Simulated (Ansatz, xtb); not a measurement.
## Relative energy of two isomers of C5H7Cl

Structure a is `C=C/C=C(\C)Cl`, a singlet and structure b is `C=C/C(Cl)=C/C`, a singlet. Both are isolated molecules in the gas phase, relaxed with B3LYP-D3(BJ)/def2-SVP; the shapes shown needn't be the lowest conformers.

a (Å):

```xyz
13

C     0.0089    1.1294   -1.9764
C    -0.4840    0.7484   -0.7853
C    -1.7391    1.2384   -0.2387
C    -2.2727    0.8853    0.9477
C    -1.7283   -0.0645    1.9657
Cl   -3.8085    1.5984    1.4237
H    -0.5234    1.8456   -2.6100
H     0.9565    0.7376   -2.3528
H     0.0851    0.0295   -0.1874
H    -2.2933    1.9561   -0.8506
H    -0.7721   -0.4987    1.6463
H    -2.4424   -0.8841    2.1481
H    -1.5758    0.4496    2.9287
```

b (Å):

```csv
atom,x (Å),y (Å),z (Å)
C,-0.6475,2.4491,-1.8101
C,-0.6952,1.2694,-1.1758
C,-1.3241,0.9897,0.1138
C,-1.3270,-0.2308,0.6840
C,-1.9323,-0.6335,1.9869
Cl,-2.1011,2.3500,0.9195
H,-0.1469,2.5435,-2.7761
H,-1.1036,3.3440,-1.3817
H,-0.2265,0.3913,-1.6335
H,-0.8191,-1.0141,0.1097
H,-1.1638,-1.0478,2.6628
H,-2.4187,0.2125,2.4891
H,-2.6807,-1.4317,1.8396
```

**Question.** Estimate which is lower in electronic energy at CCSD(T)/def2-SVP + ΔMP2/def2-TZVPP, and by roughly how much.

**Answer.** CCSD(T)/def2-SVP + ΔMP2/def2-TZVPP gives E(b) − E(a) = +0.09 kcal/mol, slightly favouring structure a, which is too small a margin to settle the true order.

How the difference moves with the method:

```tsv
level	geometry	E(b) − E(a) (kcal/mol)	departure from the last row (kcal/mol)	job, with rough time for the two
GFN2-xTB	GFN2-xTB	+0.65	+0.56	optimisation, 1.7 s
HF/STO-3G	GFN2-xTB	−0.09	−0.18	single point, 3.9 s
r2SCAN-D4/def2-SVP	GFN2-xTB	−0.08	−0.18	single point, 20 s
B3LYP-D3(BJ)/def2-SVP	B3LYP-D3(BJ)/def2-SVP	−0.33	−0.42	optimisation, 2.3 min
HF/def2-SVP	B3LYP-D3(BJ)/def2-SVP	+0.08	−0.01	part of the CCSD(T) run
MP2/def2-SVP	B3LYP-D3(BJ)/def2-SVP	−0.14	−0.23	part of the CCSD(T) run
CCSD(T)/def2-SVP	B3LYP-D3(BJ)/def2-SVP	−0.16	−0.25	single point
CCSD(T)/def2-SVP + ΔMP2/def2-TZVPP	B3LYP-D3(BJ)/def2-SVP	+0.09		single point, 3.1 min
```

As drawn, both hold the same kinds of bond in the same numbers.

The largest departure from CCSD(T)/def2-SVP + ΔMP2/def2-TZVPP is that of GFN2-xTB, 0.56 kcal/mol. The last row adds to CCSD(T) the change of the MP2 difference between the two basis sets, here +0.25 kcal/mol.

With thermal terms from frequencies at re-optimised GFN2-xTB minima (ideal gas, soft modes damped towards free rotors, one conformer each, 298.15 K, 1 atm): the zero-point term adds −0.06 kcal/mol; ΔH is 0.00 and ΔG +0.14 kcal/mol.

The correlated steps freeze 10 core orbitals. Run with Ansatz 0.2.0, xtb 6.7.1; the last row on 2 threads of Intel(R) Xeon(R) Processor @ 2.50GHz (Skylake/Cascade Lake) on a shared host.
